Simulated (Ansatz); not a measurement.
**One element changed: vertical ionisation energies of H2B–F, H2B–Cl**

Ansatz 0.2.0, basis cc-pVTZ; geometries are PBE0/def2-TZVP minima. Wave-function levels freeze the cores; HF, MP2 and coupled cluster are restricted for singlets and unrestricted otherwise, Kohn–Sham unrestricted where that lies lower. The reference is CCSDT(Q) (coupled cluster only where its series has nearly closed). Semilocal and hybrid functionals correlate all electrons outside any core potential and usually lie nearer their basis limit than the reference, so part of their error here is the reference's basis and frozen-core error; RPA and the MP2 part of double hybrids freeze the same cores as the reference. An error is the level's value less the reference. None of these values is a measured one. Energies are electronic, without zero-point terms. No spin–orbit coupling and no scalar relativity. The species are chosen: bound, without strong static correlation by their natural occupations or amplitudes, in their lowest spin state as far as vertical gaps and like structures tell, with only the lowest ion state computed, and with a ladder that closes on the reference, so errors are smaller than for species at large; levels whose determinant breaks symmetry or spin markedly are left out.

| species | bonds (Å) | quantity | symmetry of the states | reference | value (eV) | error CCSD | error CCSD(T) | error PBE | error B3LYP | error RPA-PBE |
| --- | --- | --- | --- | --- | --- | --- | --- | --- | --- | --- |
| H2B–F, singlet | B–F 1.317, B–H 1.197, angles at B 118/124° | vertical ionisation to the doublet | A1 / B2 | CCSDT(Q) | 12.692 | 0.090 | 0.015 | -0.631 | -0.234 | -0.031 |
| H2B–Cl, singlet | B–Cl 1.733, B–H 1.190, angles at B 118/124° | vertical ionisation to the doublet | A1 / B2 | CCSDT(Q) | 11.473 | 0.017 | 0.029 | -0.423 | -0.148 | 0.038 |

The reference falls from F to Cl, by 1.219 eV in all.
